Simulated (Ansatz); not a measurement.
# SiCF (quartet): the correlation ladder, def2-TZVPP

An exercise on one series of results from a longer session: the logs are not shown, and one member is left open.

Computed with Ansatz 0.2.0, Gaussian basis. Level: def2-TZVPP, core rule «outside noble gas», up to 7 orbitals frozen.

To be run: UHF; ROHF; CCSD(T) on UHF.

2 further runs of the same task are left out: 2 set aside as unsound or not needed.

## The system

The geometry is a PBE0/def2-TZVP stationary point (not a proven minimum) of the parent state, kept for this charge and spin.

3 atoms, charge 0, spin multiplicity 4.

Atoms are counted from 1 here; the program's logs count them from 0.

Bond lengths: F1–C2 1.276 Å, C2–Si3 1.687 Å. Angles: F1–C2–Si3 180.0°.

Geometry (Å):

```xyz
3
CFSi
F     0.0000    0.0000   -1.4130
C     0.0000    0.0000   -0.1368
Si    0.0000    0.0000    1.5499
```

Set-up of the first run:

in.yaml

```yaml
crystal:
  periodic: [false, false, false]
  atoms:
    - {symbol: F, position_ang: [0.000000, 0.000000, -1.413044]}
    - {symbol: C, position_ang: [0.000000, 0.000000, -0.136834]}
    - {symbol: Si, position_ang: [0.000000, 0.000000, 1.549877]}
basis:
  gaussian: {orbitals: def2-TZVPP}
magnetization: {spin_polarized: true, initial_magnetization: 3}
hamiltonian: {xc: hf}
output: {orbitals: {seedname: orbitals}}
```

Run with:

```
ansatz run in.yaml --threads 1 --pin off --events-out ev --progress --plain --max-ram 4096MiB --backend cpu
```

Among the steps run: UHF; ROHF; CCSD(T) on UHF.

One of the session's tables, all rows but one given; the rest of the session is left out.

```
  method  from UCCSD(T) (meV)
    ROHF                    ?
     UHF             +12639.8
    UMP2              +1254.9
   UCCSD               +445.8
UCCSD(T)                    0
```

Estimate the missing values for ROHF.

**Answer.** from UCCSD(T) (meV): +13022.1. In the column «from UCCSD(T) (meV)» it is the highest.
